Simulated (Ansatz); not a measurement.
Relaxation of FH7Si2 (10 atoms, charge 0, multiplicity 1), to a largest force component of 0.03 eV/Å in at most 50 steps.

All numbers below come from RKS PBE0-D4/6-31G* (Ansatz).

```xyz
10
Properties=species:S:1:pos:R:3
Si -0.449 0.035 -0.421
F 0.009 -0.062 2.336
H 0.515 1.099 -0.042
H -0.709 0.174 -1.887
H 0.159 -1.310 -0.222
Si -2.393 0.185 0.714
H -3.583 -0.035 -0.158
H -2.477 -0.872 1.778
H -2.550 1.497 1.399
H -0.636 -0.711 2.503
```

Where does it end, and by what steps?

The forces met the threshold. The force dipped under the threshold on the way, but the program's further checks kept it going. After 17 steps the energy has fallen by 0.095 eV; H10 moved furthest, 0.48 Å.

| step | energy less start (eV) | largest force component (eV/Å) | accepted |
| --- | --- | --- | --- |
| 0 | 0.0000 | 1.028 | yes |
| 1 | -0.0772 | 0.685 | yes |
| 2 | -0.0880 | 0.475 | yes |
| 3 | -0.0910 | 0.228 | yes |
| 4 | -0.0922 | 0.115 | yes |
| 5 | -0.0922 | 0.122 | yes |
| 6 | -0.0936 | 0.071 | yes |
| 7 | -0.0457 | 2.071 | no |
| 8 | -0.0941 | 0.059 | yes |
| 9 | -0.0919 | 0.487 | no |
| 10 | -0.0941 | 0.043 | no |
| 11 | -0.0943 | 0.040 | yes |
| 12 | -0.0945 | 0.107 | yes |
| 13 | -0.0946 | 0.062 | yes |
| 14 | -0.0948 | 0.003 | yes |
| 15 | -0.0949 | 0.054 | yes |
| 16 | -0.0949 | 0.041 | yes |
| 17 | -0.0950 | 0.018 | yes |

```xyz
10
Properties=species:S:1:pos:R:3
Si -0.457 0.027 -0.466
F -0.084 0.009 2.583
H 0.455 1.162 -0.164
H -0.686 -0.011 -1.941
H 0.229 -1.246 -0.096
Si -2.490 0.222 0.685
H -3.637 0.244 -0.270
H -2.694 -0.952 1.585
H -2.541 1.460 1.506
H -0.208 -0.916 2.578
```

Run time: 52 s on 1 thread of Arm Neoverse V1, on a shared host, peak memory 0.13 GiB.
